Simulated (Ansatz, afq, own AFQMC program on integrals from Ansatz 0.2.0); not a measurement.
Integrals from Ansatz 0.2.0, then the random walk in our own AFQMC program (afq).

```yaml
crystal:
  periodic: [false, false, false]
  atoms:
    - {symbol: O, position_ang: [0.000000, -0.065318, 0.000000]}
    - {symbol: H, position_ang: [0.000000, 0.518410, -0.761550]}
    - {symbol: H, position_ang: [0.000000, 0.518410, 0.761550]}
basis:
  gaussian: {orbitals: cc-pVQZ}
magnetization: {spin_polarized: true, initial_magnetization: 2}
correlation: {method: ccsd_t, electrons: outside_noble_gas, hamiltonian_folder: ham}
```

```sh
$ ansatz run in.yaml --threads 1 --pin off --events-out ev --progress --plain --max-ram 16896MiB --backend cuda --devices 0, --max-vram 18GiB
```

afq runs on the folder ham with

```
--method phaseless --trial hf --walkers 200 --populations 10 --least-time 40 --time-step 0.005 --steps-per-block 20 --equilibration-blocks 112 --max-blocks 4000 --target-error 0.0008500 --factor-cut 1e-05 --start spin_pure --seed 4362 --taylor-order 6
```

Times are imaginary, in 1/Eh. The walk had a cap of 69 s. With eight or more populations the least sampling time is a fifth of least-time, and the error comes from their spread.

Log:

```
orbitals 114  electrons 5 3  factors 685 of 685
reference energy -75.83294935 Eh
CCSD correlation -0.24294285 Eh in 9 cycles, weight of the determinant in the CISD state 0.9430
energy of the start -75.833126 Eh
 block  time / (1/Eh)  mean weight  energy / Eh
     1     0.100  1.0024  -75.940996
     2     0.200  1.0001  -75.998097
     3     0.300  1.0023  -76.037157
     4     0.400  1.0010  -76.044535
     5     0.500  1.0022  -76.050891
     7     0.700  1.0009  -76.075343
     9     0.900  0.9996  -76.091053
    17     1.700  1.0001  -76.087965
    49     4.900  1.0013  -76.113059
    81     8.100  0.9997  -76.099087
   113    11.300  0.9982  -76.075505
   145    14.500  0.9986  -76.101868
   177    17.700  1.0011  -76.108433
   209    20.900  0.9977  -76.086536
   241    24.100  1.0006  -76.065019
   273    27.300  0.9984  -76.078695
   305    30.500  0.9997  -76.092195
   337    33.700  1.0016  -76.105680
   369    36.900  1.0012  -76.125698
   401    40.100  1.0024  -76.102606
   433    43.300  1.0006  -76.089357
   465    46.500  0.9997  -76.055379
   497    49.700  0.9998  -76.099970
   529    52.900  1.0010  -76.070949
   561    56.100  0.9974  -76.084099
   593    59.300  1.0002  -76.051954
   625    62.500  0.9999  -76.088721
   657    65.700  1.0000  -76.057970
error from the spread of 10 populations
energy -76.082088 +/- 0.001045 Eh
(rows thinned)
```

The run passed its tests (sampling time, drift between the halves within three errors, error under three times the target), which doesn't prove that it has relaxed, ending at its cap on processor time.

Against this walk (error 28.4 meV) on the same determinant: CCSD(T) 18.0 meV lower (within the noise), the released energy of a separate walk with a CISD trial 37.0 ± 29.0 meV lower (within the noise), a separate phaseless walk with a CISD trial and standard settings 28.5 ± 28.8 meV lower (within the noise). The error is statistical and leaves out the bias of the constraint.

Cautions: constraint bias not in the error; error above the target (28.4 against 23.1 meV); another spin lies lower (by 7.53 eV); so few walkers bias the energy.

The walk took 69 s on 2 threads of a server CPU with a shared H100 80 GB, shared host (the card was shared). The log's last line is the phaseless energy.

A walk keeps the symmetry of its determinant, which the program's search chose and which needn't be the lowest solution, so a lower state of the same spin and another symmetry isn't excluded.
